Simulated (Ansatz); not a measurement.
Two structures of C₃H₇, doublet, reached by relaxing down either side of one saddle point (PBE0-D4/def2-TZVP). Energies are electronic, without zero-point energy. Ansatz 0.2.0; basis: def2-TZVPP and def2-QZVPP; cores frozen in the correlated methods; orbitals are unrestricted. Extrapolation: Hartree–Fock as exp(−7.88 √X), correlation as X^−2.97. First:

H1  (-0.807, -0.570, -0.896)
C2  (0.112, -0.711, -1.455)
C3  (1.280, -0.301, -0.987)
C4  (-1.044, 0.759, 1.831)
H5  (0.027, -1.204, -2.418)
H6  (1.367, 0.192, -0.024)
H7  (2.198, -0.442, -1.546)
H8  (-0.875, 1.421, 0.995)
H9  (-0.627, -0.238, 1.826)
H10  (-1.630, 1.094, 2.675)
(Å)

Second:

```
10
angstrom
H -1.2003 0.1066 0.6110
C 0.2351 -0.8671 -1.7764
C 1.3445 -0.4266 -1.2582
C -1.0317 0.6266 1.5537
H -0.0938 -1.3749 -2.6709
H 1.3721 0.0707 -0.2916
H 2.3014 -0.5363 -1.7738
H -0.6070 1.6106 1.3551
H -0.3425 0.0488 2.1695
H -1.9778 0.7417 2.0818
```

Problem. Which bonds change from the first to the second?

Solution. C₂H₄ (C=C) + CH₃ → C₂H₃ ([CH][CH2]) + CH₄; bonds formed: H1–C4; bonds broken: H1–C2.

Problem. Give the saddle point's structure and its height above each. (Judge from chemistry; the value comes from the calculation.)

Solution. By the calculation: 20.29 kcal/mol above the first and 13.83 kcal/mol above the second (CCSD(T) at an estimated basis limit (MP2 extrapolated from triple and quadruple zeta, plus CCSD(T) − MP2 in triple zeta)).
H1  (-0.491, 0.033, 0.171)
C2  (0.069, -0.464, -0.972)
C3  (1.374, -0.386, -1.091)
C4  (-0.969, 0.520, 1.280)
H5  (-0.644, -0.880, -1.676)
H6  (1.993, 0.056, -0.314)
H7  (1.897, -0.757, -1.971)
H8  (-0.851, 1.597, 1.198)
H9  (-0.369, 0.078, 2.072)
H10  (-2.009, 0.203, 1.304)
(Å)

The T1 diagnostic stays at or below 0.033. ⟨S²⟩ of the unrestricted Hartree–Fock references: 0.76 to 0.96 (a pure state has 0.75). The unrestricted reference is spin-contaminated, which hurts MP2 most.

Labels in which every atom is bracketed show which atoms are joined, not bond orders.

For scale, one of the runs: CCSD(T)/def2-TZVPP, 191 basis functions, launched by `ansatz run in.yaml --threads 4 --pin off --events-out ev --progress --plain --max-ram 9574MiB`. The run took 84 s on 4 CPU threads of a Oxide Virtual Turin-like (shared host), with 5.6 GiB of host memory at its peak.
